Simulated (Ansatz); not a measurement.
# C₂H₅B (SMILES B1CC1): single points off equilibrium

An exercise on one series of results from a longer session: the logs are not shown, and one member is left open.

Method: single points in def2-TZVPP; program: Ansatz 0.2.0, Gaussian basis.

Correlated methods freeze the cores.

### The system as given

SMILES `B1CC1`, 8 atoms, charge 0, spin multiplicity 1.

Atoms are counted from 1 here; the program's logs count them from 0.

Bond lengths: B1–C2 1.624 Å, B1–C3 1.420 Å, B1–H4 0.982 Å, C2–C3 1.285 Å, C2–H5 1.155 Å, C2–H6 1.091 Å, C3–H7 1.230 Å, C3–H8 1.209 Å. Angles: C2–B1–C3 49.4°, C2–B1–H4 137.2°, C3–B1–H4 173.3°, B1–C2–C3 57.0°, B1–C2–H5 123.0°, B1–C2–H6 129.3°, C3–C2–H5 133.5°, C3–C2–H6 121.5°, H5–C2–H6 94.2°, B1–C3–C2 73.6°, B1–C3–H7 136.3°, B1–C3–H8 107.2°, C2–C3–H7 131.4°, C2–C3–H8 115.6°, H7–C3–H8 93.2°.

Geometry (Å):

```xyz
8

B    -0.9048   -0.1081   -0.4389
C     0.2643    0.7315    0.3123
C     0.3169   -0.5414    0.1415
H    -1.7765    0.0811   -0.8502
H     0.8122    1.6233   -0.1772
H     0.2663    1.1733    1.3095
H     0.6717   -1.4491    0.8922
H     1.0287   -0.9181   -0.7608
```

Set-up of the first run:

run/in.yaml

```yaml
crystal:
  periodic: [false, false, false]
  atoms:
    - {symbol: B, position_ang: [-0.904800, -0.108100, -0.438900]}
    - {symbol: C, position_ang: [0.264300, 0.731500, 0.312300]}
    - {symbol: C, position_ang: [0.316900, -0.541400, 0.141500]}
    - {symbol: H, position_ang: [-1.776500, 0.081100, -0.850200]}
    - {symbol: H, position_ang: [0.812200, 1.623300, -0.177200]}
    - {symbol: H, position_ang: [0.266300, 1.173300, 1.309500]}
    - {symbol: H, position_ang: [0.671700, -1.449100, 0.892200]}
    - {symbol: H, position_ang: [1.028700, -0.918100, -0.760800]}
basis:
  gaussian: {orbitals: def2-TZVPP}
correlation: {method: ccsd_t}
output: {forces: true}
```

The command line of these runs was not kept.

Among the steps run: CCSD(T)/def2-TZVPP; PBE0-D4/def2-TZVPP; wB97M-V/def2-TZVPP; r2SCAN-D4/def2-TZVPP; PBE-D4/def2-TZVPP; r2SCANh-D4/def2-TZVPP; CAM-B3LYP-D4/def2-TZVPP.

One table of the session follows, with a row left open; its other results are not shown here.

```
      method  RMS force component (eV/Å)  angle to CCSD(T) forces (°)  dipole (D)
     CCSD(T)                       4.850                    reference        0.44
     PBE0-D4                       4.681                          2.7        0.47
     wB97M-V                       4.724                          1.5        0.47
   r2SCAN-D4                       4.621                          2.7        0.44
      PBE-D4                           ?                            ?           ?
  r2SCANh-D4                       4.656                          2.7        0.44
CAM-B3LYP-D4                       4.682                          2.6        0.46
```

**Question.** Estimate the row for PBE-D4.

As computed: RMS force component (eV/Å): 4.563; angle to CCSD(T) forces (°): 3.2; dipole (D): 0.49. In the column «RMS force component (eV/Å)» it is the lowest.
